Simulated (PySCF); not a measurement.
Scan of H3P, singlet: umbrella (inversion) coordinate, bond length relaxed. Scanned: angle between the P-H bonds and the threefold axis (90 = planar). Other coordinates (P-H bond length) were minimised at PBE0/def2-TZVP.

The free coordinates were minimised at PBE0/def2-TZVP in PySCF; the energy column is CCSD(T) on RHF/cc-pVTZ, 5 core orbitals frozen (PySCF), in kJ/mol.

```tsv
a / °	P-H bond length / Å	E
90	1.383	143.2
93	1.383	140.1
96	1.386	131.0
99	1.389	116.8
102	1.393	98.7
105	1.398	78.5
108	1.402	58.0
111	1.406	38.8
114	1.410	22.4
117	1.413	10.0
120	1.417	2.3
123	1.420	0.0
126	1.423	3.4
129	1.427	12.9
132	1.431	28.5
```
